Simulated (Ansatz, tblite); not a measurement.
Spin states of NaLi₂, each relaxed with PBE/def2-TZVP in Ansatz. Electronic energies in the gas phase.

The xTB rows come from tblite. Correlated methods freeze 1 core orbital; core or outer-core shells of Li, Na are correlated, in sets that lack core-valence functions. In CCSD on the charge 0 doublet the largest single amplitude is 0.19, so its Hartree–Fock determinant may place the open shell otherwise than the density functionals do. The structure comes from a short search, and lower isomers may exist.

Doublet geometry (Cs within 0.1 Å):

```xyz
3

Li   -0.3418    1.0627   -1.0450
Li   -1.6290   -0.7032    0.6538
Na    1.9708   -0.3596    0.3912
```

Quartet geometry (C2v within 0.1 Å):

| atom | x (Å) | y (Å) | z (Å) |
| --- | --- | --- | --- |
| Li1 | 0.160 | 1.593 | 1.183 |
| Li2 | -0.283 | -1.713 | 0.973 |
| Na3 | 0.124 | 0.120 | -2.156 |

⟨S²⟩: doublet 0.79 at PBE0/def2-TZVP (pure 0.75), quartet 3.75 at PBE0/def2-TZVP (pure 3.75).

Run but left out: HF/STO-3G, HF/def2-TZVP, HF/def2-TZVPP, MP2/def2-TZVP, MP2/def2-TZVPP (doublet: ⟨S²⟩ 1.09 to 1.13, where a pure state has 0.75).

Only these spin states were relaxed. The quartet has other bonds than the doublet, so the gap mixes isomer and spin.

| level | quartet − doublet (kcal/mol) | lowest of these | remarks |
| --- | --- | --- | --- |
| GFN1-xTB | 56.7 | doublet | – |
| GFN2-xTB | 60.5 | doublet | – |
| PBE/def2-TZVP | 25.2 | doublet | – |
| r2SCAN/def2-TZVP | 21.2 | doublet | spin-contaminated (⟨S²⟩ 0.83) (doublet) |
| r2SCANh/def2-TZVP | 21.8 | doublet | spin-contaminated (⟨S²⟩ 0.83) (doublet) |
| PBE0/def2-TZVP | 25.0 | doublet | – |
| r2SCAN0/def2-TZVP | 22.7 | doublet | spin-contaminated (⟨S²⟩ 0.83) (doublet) |
| BHLYP/def2-TZVP | 28.7 | doublet | – |
| PBE-QIDH/def2-TZVP | 23.3 | doublet | spin-contaminated (⟨S²⟩ 0.87) (doublet) |
| RPA@PBE/def2-TZVP | 21.4 | doublet | – |
| CCSD/def2-TZVPP | 24.5 | doublet | large T1 (0.060) (doublet), spin-contaminated (⟨S²⟩ 1.13) (doublet) |
| CCSD(T)/def2-TZVPP | 25.3 | doublet | large T1 (0.060) (doublet), spin-contaminated (⟨S²⟩ 1.13) (doublet) |

Change of the quartet − doublet gap on mixing in exact exchange, in kcal/mol: PBE to PBE0 (25 % exact exchange) -0.3; r2SCAN to r2SCANh (10 % exact exchange) 0.6; r2SCAN to r2SCAN0 (25 % exact exchange) 1.5.

The xTB methods have no term that favours high spin, so they put low spin too low.
